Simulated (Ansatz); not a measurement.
HB–NH, triplet: the ladder up to UCCSDT(Q)

Geometry: displaced at random from a stationary point.

| atom | x (Å) | y (Å) | z (Å) |
| --- | --- | --- | --- |
| B | 0.0008 | -0.1165 | 0.7826 |
| N | -0.0001 | -0.0310 | -0.6004 |
| H | 0.0479 | 1.0071 | 1.2856 |
| H | -0.0549 | 0.6732 | -1.3368 |

Basis cc-pVDZ; Ansatz 0.2.0. Correlated methods freeze the noble-gas cores, which leaves 10 electrons in 36 orbitals. Prefix R: restricted or restricted open-shell reference; prefix U: unrestricted. Active spaces: valence = (10e, 10o) chosen from the atoms' valence shells.

Full CI isn't at hand for all of this; UCCSDT(Q) serves as the reference, and is uncertain by about the last step of the cluster series. The frozen core follows each run's orbitals, which can shift R against U totals by a few meV.

For open shells CISD is restricted-active-space CI with the open shells as a complete middle space.

* UHF ⟨S²⟩: 2.008
* T1 diagnostic (RCCSD): 0.0295
* largest doubles amplitude (RCCSD): 0.066
* T1 diagnostic (UCCSD): 0.0267

| level | E − E(RHF) (eV) |
| --- | --- |
| UHF | -0.1163 |
| RMP2 | -5.4939 |
| UMP2 | -5.4895 |
| RCCSD | -6.2914 |
| UCCSD | -6.2937 |
| RCCSD(T) | -6.4755 |
| UCCSD(T) | -6.4754 |

Estimate how far UCCSDT(Q) in cc-pVDZ lies from RCCSD(T). The table doesn't fix it; the size of (T) and the diagnostics are the guide.

UCCSDT(Q) in cc-pVDZ lies 1.89 mEh below RCCSD(T), which is 28 % of the (T) step (-6.77 mEh). The diagnostics give no warning, yet the rest is a sizeable part of (T). The miss exceeds 1 kcal/mol.

The other levels:

```json
{"level": "CISD", "E − E(UCCSDT(Q)) (mEh)": "22.65", "share of correlation (%)": "90.56", "wall time": "1.1 s"}
{"level": "BCCD(T)", "E − E(UCCSDT(Q)) (mEh)": "1.86", "share of correlation (%)": "99.22", "wall time": "1.2 s"}
{"level": "RCCSDT", "E − E(UCCSDT(Q)) (mEh)": "0.53", "share of correlation (%)": "99.78", "wall time": "–"}
{"level": "UCCSDT", "E − E(UCCSDT(Q)) (mEh)": "0.51", "share of correlation (%)": "99.79", "wall time": "–"}
{"level": "RCCSDT(Q)", "E − E(UCCSDT(Q)) (mEh)": "0.07", "share of correlation (%)": "99.97", "wall time": "24 s"}
{"level": "CASSCF (valence space)", "E − E(UCCSDT(Q)) (mEh)": "142.26", "share of correlation (%)": "40.69", "wall time": "–"}
{"level": "NEVPT2 (valence space)", "E − E(UCCSDT(Q)) (mEh)": "32.63", "share of correlation (%)": "86.40", "wall time": "5.5 s"}
{"level": "NEVPT4(SD) (valence space)", "E − E(UCCSDT(Q)) (mEh)": "4.49", "share of correlation (%)": "98.13", "wall time": "9 s"}
{"level": "MRCISD (valence space)", "E − E(UCCSDT(Q)) (mEh)": "8.36", "share of correlation (%)": "96.51", "wall time": "–"}
{"level": "MRCISD+Q (valence space)", "E − E(UCCSDT(Q)) (mEh)": "1.63", "share of correlation (%)": "99.32", "wall time": "12 s"}
```

The correlation energy at UCCSDT(Q), counted from RHF, is -6.527 eV. That run took 22 s on 1 thread of Arm Neoverse V2, shared host.

Times hold each run's SCF and search for its determinant on a shared host, so for small cases they say little of a method's own cost; they ran on 1 thread of Arm Neoverse V2.

Natural occupations of CASSCF (valence space) about the gap: 1.985 1.978 1.975 1.957 1.004 0.997 0.043 0.023 0.019 0.018; effectively unpaired electrons, Σ n²(2−n)², 2.02.
